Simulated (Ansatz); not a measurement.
## Ansatz (development build ahead of 0.2.0) run

```yaml
crystal:
  periodic: [false, false, false]
  atoms:
    - { symbol: C, position_ang: [0.00113, 0.01828, -0.54076] }
    - { symbol: F, position_ang: [0.01493, 0.83184, 0.15696] }
    - { symbol: F, position_ang: [0.00241, -0.90023, 0.13747] }
basis:
  gaussian: { orbitals: def2-SVP }
hamiltonian:
  xc: hf
```

The input is written out in the form of the current development build from the run's settings.

Output:

```json
{"Converged": "yes", "Total energy": "-236.36273 hartree", "Spin squared of the determinant": "0.000"}
```

Caution: no unrestricted run beside it, a lower state can exist.
